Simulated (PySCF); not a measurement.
Species: (CH3)2PPF2, C2H6F2P2.
Cartesian coordinates in Å at the PBE0-D3(BJ)/def2-SVP level; atoms count from 1:
```
atom  x, y, z in Å
C1    -0.5060   -1.3297   -0.7075
P2    -0.1148   -0.3058    0.7918
C3     1.5855    0.2977    0.3556
P4    -1.1978    1.4941    0.0483
F5    -2.6858    0.8858    0.2411
F6    -1.1103    2.3787    1.3979
H7     0.0764   -2.2617   -0.6589
H8    -0.2798   -0.8270   -1.6622
H9    -1.5729   -1.5969   -0.6852
H10    1.8773    1.0924    1.0589
H11    1.6727    0.6782   -0.6746
H12    2.2948   -0.5343    0.4834
```

Method: TDDFT B3LYP/def2-SVPD, vertical, gas phase, core orbitals frozen in the response in PySCF 2.14.0, density-fitted response routines.

Ground-to-excited transition dipoles (e·a0, same axes as the geometry; the sign carries no meaning), for the states with f of 0.002 or more among the lowest 8:

```tsv
state	E (hartree)	μx	μy	μz
S1	0.1687	0.240	0.199	0.154
S2	0.1939	0.780	-0.987	0.115
S4	0.2303	-0.150	0.189	-0.059
S5	0.2350	0.166	-0.295	0.185
S6	0.2367	0.191	0.415	0.063
S7	0.2507	0.300	-0.633	0.523
S8	0.2695	0.041	0.432	-0.696
```

Q: Work out the oscillator strengths.

A: f = (2/3) ΔE |μ|² with ΔE in hartree (27.2114 eV).

| state | \|μ\|² (au) | \|μ\| (D) | f |
| --- | --- | --- | --- |
| S1 | 0.121 | 0.88 | 0.014 |
| S2 | 1.596 | 3.21 | 0.206 |
| S4 | 0.062 | 0.63 | 0.009 |
| S5 | 0.149 | 0.98 | 0.023 |
| S6 | 0.212 | 1.17 | 0.034 |
| S7 | 0.764 | 2.22 | 0.128 |
| S8 | 0.673 | 2.08 | 0.121 |

Q: Which bond between heavy atoms lies closest to the direction of the S2 transition dipole?

A: P2–P4, at 16° from it; next P4–F6 at 71°.

Q: What angle do the transition dipoles of S1 and S7 make?

A: |cos θ| = |μa·μb| / (|μa| |μb|) = 0.09, so θ ≈ 85° (taken between 0 and 90°, since the signs are arbitrary).

Q: How is the summed strength of these states shared among x, y and z?

A: (2/3) Σ ΔE μα² gives 0.114 for x, 0.277 for y and 0.144 for z, 0.535 in all.

Q: What peak molar absorption coefficient would the strongest computed level give as a lone Gaussian band 0.3 eV wide at half height?

A: ε(max) = 2.175×10⁸ f / FWHM, with the width in cm⁻¹. S2: 2.175×10⁸ × 0.2062 / 2420 ≈ 19000 L mol⁻¹ cm⁻¹.

The vertical ionisation energy (ΔSCF) is 8.74 eV, 1.40 eV above S8.

Time: 35 s (grids of density and orbitals included); peak memory 0.89 GiB. Hardware: one thread of an Arm Neoverse V2, shared host with 192 logical CPUs at a one-minute load of 71.

One conformer stands for the species.
